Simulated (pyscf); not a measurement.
# Addition across a multiple bond or ene-type step: O=Cr(=O)(F)–F (SMILES [O]=[Cr](=[O])([F])[F]) + HF (SMILES F) -> O=Cr(OH)(F)(F)–F (SMILES [O]=[Cr]([OH])([F])([F])[F])

Gas phase, singlet surface, charge 0. Bonds broken: F6–H7. Bonds formed: Cr2–F6, O3–H7. Single points on ωB97X-D3(BJ)/def2-SVP structures (PySCF, gas phase).

Transition state (Å):

```xyz
7

O     -0.0304     0.3946     1.3404
Cr    -0.8164    -0.0592     0.1448
O      0.2082    -0.8353    -0.8941
F     -2.1510     0.9576    -0.0227
F     -1.7174    -1.3810     0.6740
F     -0.1223     1.2754    -1.1722
H      0.3716     0.0827    -1.4580
```

One imaginary mode, 946i cm⁻¹; descent along it reached the two sides named.

| bond | change | reactant side (Å) | saddle | product side |
|---|---|---|---|---|
| F6–H7 | breaks | 0.926 | 1.322 | 2.226 |
| Cr2–F6 | forms | 2.8 | 1.999 | 1.759 |
| O3–H7 | forms | 2.367 | 1.090 | 0.972 |

Electronic energies relative to the separated reactants (kcal/mol):

```json
[
 {"level": "ωB97X-D3(BJ)/def2-TZVP", "barrier": "31.6", "reaction energy": "+19.9", "reverse barrier": "11.7"},
 {"level": "PBE/def2-TZVP", "barrier": "22.9", "reaction energy": "+12.9", "reverse barrier": "10.0"},
 {"level": "r²SCAN/def2-TZVP", "barrier": "22.0", "reaction energy": "+9.9", "reverse barrier": "12.1"},
 {"level": "B3LYP-D3(BJ)/def2-TZVP", "barrier": "28.5", "reaction energy": "+16.4", "reverse barrier": "12.1"},
 {"level": "PBE0-D3(BJ)/def2-TZVP", "barrier": "28.5", "reaction energy": "+17.1", "reverse barrier": "11.3"},
 {"level": "M06-2X/def2-TZVP", "barrier": "31.7", "reaction energy": "+20.5", "reverse barrier": "11.2"},
 {"level": "ωB97M-D3(BJ)/def2-TZVP", "barrier": "31.8", "reaction energy": "+20.4", "reverse barrier": "11.4"}
]
```

With ωB97M-D3(BJ)/def2-TZVP energies and thermal terms (ideal gas, 1 atm, RRHO with modes under 100 cm⁻¹ raised to 100, one conformer, R ln 2 for chiral ones without a mode under 150 cm⁻¹), in kcal/mol:

```json
[
 {"T (K)": "298", "ΔH‡": "30.5", "ΔG‡": "40.7", "ΔH": "+21.5", "ΔG": "+30.9"},
 {"T (K)": "600", "ΔH‡": "30.3", "ΔG‡": "51.1", "ΔH": "+22.0", "ΔG": "+40.2"},
 {"T (K)": "900", "ΔH‡": "30.5", "ΔG‡": "61.5", "ΔH": "+22.8", "ΔG": "+49.1"},
 {"T (K)": "1200", "ΔH‡": "30.9", "ΔG‡": "71.8", "ΔH": "+23.7", "ΔG": "+57.7"}
]
```

This is the saddle that the search found; another between the same sides may lie lower.
